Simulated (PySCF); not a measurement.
Geometry (Å), atoms numbered from 1 in this order:
```xyz
14

C     2.0188   -0.4459   -0.7706
C     0.7625   -0.5374    0.0499
O     0.6819   -1.2492    1.0249
C    -0.3761    0.3033   -0.3977
C    -1.2184    0.9430    0.6842
C    -1.7680   -0.1900   -0.0912
H     1.8127   -0.7559   -1.7994
H     2.7953   -1.0769   -0.3429
H     2.3607    0.5921   -0.8150
H    -0.2320    0.8668   -1.3114
H    -0.8996    0.7423    1.6991
H    -1.5892    1.9412    0.4907
H    -1.8184   -1.1519    0.4031
H    -2.5319    0.0060   -0.8323
```

Non-relativistic, in vacuum, one averaged value for each set of equivalent atoms, one computed conformer. Shieldings: GIAO B97-2/pcSseg-2; geometry from PBE0-D3(BJ)/def2-TZVP; PySCF 2.14.0 with density-fitted response routines.

Scale: TMS for ¹³C (185.38 ppm) and ¹H (31.64 ppm); ¹⁷O (327.66 ppm) against H2O (reference shieldings calculated alike).

```tsv
atoms	nucleus	count	δ (ppm)
C1	¹³C	1	33.4
H10	¹H	1	?
H12/H14	¹H	2	0.71
C4	¹³C	1	22.2
C2	¹³C	1	215.7
C5/C6	¹³C	2	14.4
H11/H13	¹H	2	?
O3	¹⁷O	1	?
H7/H8/H9	¹H	3	2.26
```

Task: Complete the table.

Result: 
- H10: 1.80 ppm, hydrogen on a three-membered-ring carbon
- H11/H13: 1.06 ppm, hydrogen on a three-membered-ring carbon; cyclopropane-type protons are shielded by the ring
- O3: 581.7 ppm, ketone oxygen

Shifts are as computed. Against solution values, carbons near 30 ppm lie about +3 ppm off and those near 130 ppm about +7 ppm. Of 1211 compounds with measured shifts, 218 miss one by over three times the rms of a fit or turn the order of signals round; such compounds aren't used in these exercises. Unscaled 17O shifts of doubly bonded oxygen tend to come out too high, by tens of ppm or more. Experimental scales use liquid or dissolved standards, which lie at an offset from isolated H2O (liquid H2O: subtract about 36 ppm).
